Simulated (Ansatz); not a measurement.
**Silicon tetrafluoride (SiF₄): up Jacob's ladder to CCSD(T)**

One table from this session's results is given with a row withheld; the runs are named, their logs left out.

Program: Ansatz 0.2.0, Gaussian basis. Level of theory: functionals in def2-TZVPP, the program's frozen cores in correlated methods. These are calculated values, not measurements.

Levels to be run: LDA (SPW92), PBE-D4, revPBE-D4, BLYP-D4, r2SCAN-D4, B97M-V, PBE0-D4, B3LYP-D4, r2SCANh-D4, r2SCAN0-D4, HSE06-D4, BHLYP-D4, CAM-B3LYP-D4, LC-ωPBE, ωB97X-V, ωB97M-V, B2PLYP, PBE-QIDH; CCSD(T)/def2-SVP; CCSD(T)/def2-TZVPP; MP2/def2-QZVPP; extrapolation to the limit; RPA on PBE.

**Structure used throughout**

All runs share one geometry, relaxed beforehand with PBE0-D4 in a triple-zeta def2 set.

SMILES `F[Si](F)(F)F`, 5 atoms, charge 0, spin multiplicity 1.

Atoms are counted from 1 here; the program's logs count them from 0.

Bond lengths: F1–Si2 1.562 Å, Si2–F3 1.562 Å, Si2–F4 1.562 Å, Si2–F5 1.562 Å. Angles: F1–Si2–F3 109.4°, F1–Si2–F4 109.5°, F1–Si2–F5 109.5°, F3–Si2–F4 109.5°, F3–Si2–F5 109.5°, F4–Si2–F5 109.4°.

The first run:

Contents of in.yaml:

```yaml
crystal:
  periodic: [false, false, false]
  atoms:
    - {symbol: F, position_ang: [0.152968, -0.806368, 1.330417]}
    - {symbol: Si, position_ang: [0.009940, -0.014725, -0.008288]}
    - {symbol: F, position_ang: [-1.037234, 1.129592, 0.173978]}
    - {symbol: F, position_ang: [-0.466935, -0.982434, -1.137625]}
    - {symbol: F, position_ang: [1.391161, 0.600234, -0.399881]}
basis:
  gaussian: {orbitals: def2-TZVPP}
hamiltonian: {xc: lda}
output: {orbitals: {seedname: orbitals}}
```

Command:

```bash
$ ansatz run in.yaml --threads 4 --pin off --events-out ev --progress --plain --max-ram 10444MiB
```

Among the steps run: LDA; PBE-D4 (GGA); revPBE-D4 (GGA); BLYP-D4 (GGA); r2SCAN-D4 (meta-GGA); B97M-V (meta-GGA); PBE0-D4 (hybrid); B3LYP-D4 (hybrid); r2SCANh-D4 (hybrid); r2SCAN0-D4 (hybrid); HSE06-D4 (hybrid); BHLYP-D4 (hybrid); CAM-B3LYP-D4 (range-separated); LC-ωPBE (range-separated); ωB97X-V (range-separated); ωB97M-V (range-separated); B2PLYP (double hybrid); PBE-QIDH (double hybrid).

One table of the session follows, with a row left open; its other results are not shown here.

It belongs to the step «Frontier levels by functional». 

```
  functional  HOMO (eV)  LUMO (eV)  gap (eV)
 LDA (SPW92)     -10.87      -0.87     10.00
      PBE-D4     -10.59      -0.53     10.06
   revPBE-D4     -10.49      -0.34     10.14
     BLYP-D4     -10.53      -0.54      9.99
   r2SCAN-D4     -11.15       0.11     11.26
      B97M-V     -11.26      -0.11     11.15
     PBE0-D4     -12.77       0.53     13.30
    B3LYP-D4     -12.45       0.12     12.56
  r2SCANh-D4          ?          ?         ?
  r2SCAN0-D4     -13.18       0.92     14.10
    HSE06-D4     -12.36       0.15     12.50
    BHLYP-D4     -14.94       1.35     16.29
CAM-B3LYP-D4     -14.36       1.39     15.76
     LC-ωPBE     -15.63       2.91     18.55
     ωB97X-V     -15.32       2.69     18.01
     ωB97M-V     -15.29       2.34     17.62
```

**Question.** Estimate the row for r2SCANh-D4.

Worked estimate for «HOMO (eV)». Against the share of exact exchange, r2SCAN-D4 (0, -11.15), r2SCAN0-D4 (0.25, -13.18) give a slope of -8.12 per unit share; at 0.1 the line stands at -11.96.

As computed: HOMO (eV): -11.96; LUMO (eV): 0.44; gap (eV): 12.40. In «HOMO (eV)» the line misses by 0.00.
